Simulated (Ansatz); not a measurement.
Geometry optimisation, RKS PBE/def2-SVP in Ansatz 0.2.0.

Input file:

```yaml
crystal:
  periodic: [false, false, false]
  atoms:
    - { symbol: B, position_ang: [0.050682, -0.453996, -0.340379] }
    - { symbol: H, position_ang: [-0.049012, 0.147312, 1.976872] }
    - { symbol: H, position_ang: [1.079654, 0.18288, -0.446352] }
    - { symbol: H, position_ang: [-1.052207, 0.029672, -0.542295] }
    - { symbol: O, position_ang: [0.199231, -1.798926, -0.050848] }
    - { symbol: H, position_ang: [-0.658885, -2.258811, -0.019786] }
    - { symbol: H, position_ang: [0.064937, -0.535632, 1.771989] }
basis:
  gaussian: { orbitals: def2-SVP }
hamiltonian:
  xc: pbe
relax:
  f_tol: 0.03
  max_steps: 50
```

Command:

```bash
$ ansatz run input.yaml --threads 1 --pin off --max-ram 2048MiB --backend cpu --events-out ev --progress --plain --runs-dir out
```

Question: Where does it end, and by what steps?

Answer: It converged. The force dipped under the threshold on the way, but the program's further checks kept it going. After 43 steps the energy has fallen by 0.244 eV; H4 moved furthest, 1.83 Å.

```tsv
step	energy less start (eV)	largest force component (eV/Å)	accepted
0	0.0000	1.806	yes
2	-0.1684	0.593	yes
4	-0.1986	0.459	yes
6	-0.2028	0.064	yes
8	-0.2040	0.070	yes
10	-0.2049	0.048	yes
12	-0.2083	0.116	yes
14	-0.2117	0.090	yes
16	-0.1934	0.996	no
18	-0.2192	0.204	yes
20	-0.2228	0.056	yes
22	-0.2271	0.184	yes
24	-0.2305	0.068	yes
26	-0.2330	0.030	yes
28	-0.2342	0.042	yes
30	-0.2364	0.198	yes
32	-0.2324	0.378	no
34	-0.2406	0.124	yes
36	-0.2425	0.027	yes
38	-0.2430	0.097	yes
40	-0.2435	0.005	yes
42	-0.2429	0.112	no
43	-0.2438	0.011	yes
```

```xyz
7
Properties=species:S:1:pos:R:3
B 0.072 -0.541 -1.084
H 0.159 -0.567 3.469
H 1.033 0.177 -1.287
H -0.613 -1.002 -1.985
O -0.211 -0.814 0.215
H -0.988 -1.393 0.321
H 0.183 -0.548 2.700
```

Whether the end is a true minimum wasn't checked by a vibrational analysis.

Run time: 39 s on 1 thread of Arm Neoverse V1, with other jobs on the host, peak memory 0.1 GiB.
